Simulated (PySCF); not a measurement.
C2H3O, SMILES O=[C]C, multiplicity 2. Geometry optimised at PBE-D3(BJ)/def2-TZVP. The isomer is the one that the SMILES or the coordinates give; other isomers of the formula were not compared.

Give the equilibrium geometry at PBE-D3(BJ)/def2-TZVP (PySCF confirms it by a frequency run) as Cartesian coordinates in Å, and its point group. (An estimate is asked for; the answer gives what the named calculation found.)

point group Cs.
```xyz
6

C     -0.0996     1.1672     0.0000
C      0.4306    -0.2405     0.0000
O     -0.1722    -1.2659     0.0000
H      0.2965     1.6895    -0.8824
H      0.2965     1.6895     0.8824
H     -1.2016     1.1878     0.0000
```
Charge 0, spin multiplicity 2.
